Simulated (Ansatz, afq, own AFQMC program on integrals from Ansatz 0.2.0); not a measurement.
**SiNH5, singlet in cc-pVDZ, levels against AFQMC with the constraint released**

```xyz
7

Si   -0.0113    0.0000    0.5726
N     0.0538    0.0000   -1.1465
H     0.6843   -1.2207    1.0558
H     0.6843    1.2207    1.0558
H    -1.3785    0.0000    1.1752
H    -0.2111   -0.8283   -1.6548
H    -0.2111    0.8283   -1.6548
```

Basis cc-pVDZ. Only valence electrons are correlated. AFQMC by an in-house program on the Cholesky factors that Ansatz 0.2.0 writes for its CCSD(T) run. The CISD trial takes its coefficients from CCSD amplitudes. Released means that phaseless walkers are propagated on without the constraint, phases kept. Uncertainties: one standard error, sampling alone.

Determinant: RHF, the one that the program's search chose, which needn't be the lowest solution. The geometry is a PBE0/def2-TZVP stationary point of this or a neighbouring charge and spin state.

No full CI on the walks' own integrals is used here. The released AFQMC energy serves as the reference, which it does only where one determinant dominates, the energy is flat over the last release times and near the phaseless one (40 meV or 2 meV an electron, half that with transition metals). On small molecules, where full CI could be run and the noise was under 10 meV, such values lay within 10 meV of it in 19 cases of 20, a flattering rate, since the rule was set on those same cases; what remains of the bias isn't in the error bar.

Cautions: the released value is read at 2.40 1/Eh with a noise of 20 meV, more than in the cases checked (meV from the phaseless value at times in 1/Eh: 3 ± 11 at 0.24, 4 ± 9 at 0.51, 28 ± 12 at 0.99, 0 ± 19 at 1.62, 9 ± 20 at 2.40).

```
T1 diagnostic                               : 0.0096
weight of the determinant in the CISD state : 0.882
size of the correlated space                : 14 electrons in 51 orbitals
```

```tsv
level	correlation energy (eV)
MP2	-7.6737
CCSD	-8.6237
CCSD(T)	-8.8086
```

Q: Estimate where phaseless AFQMC with the Hartree–Fock trial lies against CCSD(T) on the same integrals.

A: 3.19 ± 1.42 kcal/mol below CCSD(T).

Reference: AFQMC with the constraint released, correlation energy -8.847 ± 0.020 eV.

| level | E − E(reference) (kcal/mol) | share of correlation (%) |
| --- | --- | --- |
| CCSD(T) | 0.87 ± 0.46 | 99.57 |
| ph-AFQMC/HF | -2.31 ± 1.49 | 101.13 |
| ph-AFQMC/CISD | -0.21 ± 0.57 | 100.10 |

A walk keeps the symmetry of its determinant, which the program's search chose and which needn't be the lowest solution, so a lower state of the same spin and another symmetry isn't excluded. Released energies are given only where the last usable release times agree within the noise; a slower fall can still hide under it.
